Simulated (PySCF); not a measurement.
Species: 2,2-difluoropropane, C₃H₆F₂.
Atom-mapped SMILES: `[CH3:1][C:2]([CH3:3])([F:4])[F:5]` (hydrogens: H6, H7, H8 on C1; H9, H10, H11 on C3)

Geometry (PBE0-D3(BJ)/def2-SVP, Å), atoms numbered from 1 in this order:
```xyz
11
C3H6F2 angstrom
C      1.0041    0.7960   -0.2540
C     -0.3936    0.3479    0.0926
C     -0.6085   -1.1429    0.1591
F     -1.2584    0.8728   -0.8234
F     -0.7404    0.8924    1.2956
H      1.2850    0.4319   -1.2514
H      1.7231    0.4157    0.4842
H      1.0365    1.8943   -0.2517
H      0.0322   -1.5865    0.9330
H     -0.3772   -1.6055   -0.8098
H     -1.6600   -1.3410    0.4082
```

Computed with MP2 and CCSD/aug-cc-pVDZ in PySCF, restricted Hartree–Fock reference, 5 core orbitals frozen, non-relativistic, gas phase, PBE0-D3(BJ)/def2-SVP geometry.

E(HF) = -316.03141 Eh.

Problem. How large is the problem?

Solution. 169 basis functions and 42 electrons; 5 orbitals frozen, which leaves o = 16 correlated occupied and v = 148 virtual orbitals. That is o·v = 2368 singles and o·v(o·v + 1)/2 = 2804896 distinct closed-shell doubles amplitudes before symmetry; the costliest CCSD step grows as o²v⁴ = 1.2 × 10^11.

Problem. What are the MP2 and CCSD correlation energies?

Solution. MP2 -0.8482 Eh and CCSD -0.8905 Eh, which gives totals of -316.87962 and -316.92195 Eh. That is 0.757 eV for each correlated electron at CCSD (2338 kJ/mol in all, 0.281 % of the total energy); MP2 gives 95.2 % of the CCSD value.

Problem. What is the T1 diagnostic?

Solution. 0.0118, below the customary warning level of 0.02. It is the norm of the spatial-orbital singles amplitudes over the root of the number of correlated electrons, so the norm is 0.067.

Problem. How does correlation change the dipole moment?

Solution. HF gives 2.55 D and CCSD (unrelaxed density) 2.31 D, a change of -0.24 D.

No triples correction and no basis-set extrapolation were made.
